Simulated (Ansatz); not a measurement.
We consider 2H WS2, described by LDA (Ansatz, a quantum-chemistry and plane-wave program, plane waves, PAW).

Settings: plane-wave cutoff 500 eV, 12×12×4 k mesh (along the axes of the cell as run), gaussian smearing 0.02 eV, no spin polarisation, scalar-relativistic PAW data made under PBE.

Cell (relaxed at this level):

```cif
data_S4W2
_chemical_formula_sum 'W2 S4'
_space_group_name_H-M_alt 'P 1'
_space_group_IT_number 1
_cell_length_a 3.12678
_cell_length_b 3.12678
_cell_length_c 12.15799
_cell_angle_alpha 90.000
_cell_angle_beta 90.000
_cell_angle_gamma 120.000
loop_
_space_group_symop_operation_xyz
  'x, y, z'
loop_
_atom_site_label
_atom_site_type_symbol
_atom_site_fract_x
_atom_site_fract_y
_atom_site_fract_z
_atom_site_occupancy
W1 W 0.33333 0.66667 0.25000 1
W2 W 0.66667 0.33333 0.75000 1
S1 S 0.33333 0.66667 0.62152 1
S2 S 0.66667 0.33333 0.12152 1
S3 S 0.66667 0.33333 0.37848 1
S4 S 0.33333 0.66667 0.87848 1
```

Task: What does this level give for the band gap?

Result: 
- band gap = 0.84 eV (on the SCF k mesh)

Measured, for comparison: band gap 1.35 eV (room temperature, no zero-point or thermal correction, bulk 2H; as tabulated in Bastos et al. (2019), arXiv:1903.08112).

Spin–orbit coupling is not included.

Computed values are for the static lattice.

Cost on a shared machine: around 110 core-seconds (rough).
